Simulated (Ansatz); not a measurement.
Input file:

```yaml
crystal:
  periodic: [false, false, false]
  atoms:
    - {symbol: Cr, position_ang: [0.000000, 0.000000, 0.000000]}
    - {symbol: Cl, position_ang: [0.000000, 0.000000, 2.201800]}
basis:
  gaussian: {orbitals: def2-SVP}
total_charge: 1
magnetization: {spin_polarized: false, initial_magnetization: 6}
hamiltonian: {xc: hf}
output: {orbitals: {seedname: orbitals}}
```

```sh
$ ansatz run in.yaml --threads 1 --pin off --events-out ev --progress --plain --max-ram 2393MiB
```

Log:

```
517 factors; integrals over basis functions are off by at most 5.1e-4 eV
mean field evaluation 1: about -40876.7234 eV, gradient 2.4e1 eV
mean field evaluation 2: about -40876.8067 eV, gradient 2.4e1 eV
mean field evaluation 4: about -40878.7454 eV, gradient 9.5e0 eV
mean field evaluation 8: about -40879.1020 eV, gradient 1.2e0 eV
mean field evaluation 16: about -40879.1261 eV, gradient 3.2e-5 eV
mean field evaluation 32: about -40874.1158 eV, gradient 2.2e1 eV
mean field evaluation 64: about -40877.2144 eV, gradient 4.2e-1 eV
mean field evaluation 96: about -40876.9535 eV, gradient 3.5e0 eV
mean field evaluation 128: about -40878.5204 eV, gradient 5.1e-1 eV
mean field evaluation 160: about -40878.4159 eV, gradient 1.4e0 eV
mean field evaluation 192: about -40879.0330 eV, gradient 7.3e-1 eV
mean field -40879.12613123 eV, -1502.2801764559 hartree, gradient 3.2e-5 eV, S^2 12.000000; 3 other end points of the search recorded, 0 dependent functions left out
reference -40879.12613123 eV, -1502.2801764559 hartree; 23, 17 occupied and 26, 32 virtual orbitals, 517 factors
Total energy: -40879.12613123 eV, -1502.2801764559 hartree
```

Ran on 1 thread of Arm Neoverse V2, shared host: 1.5 s wall, 0.16 GiB peak host memory.
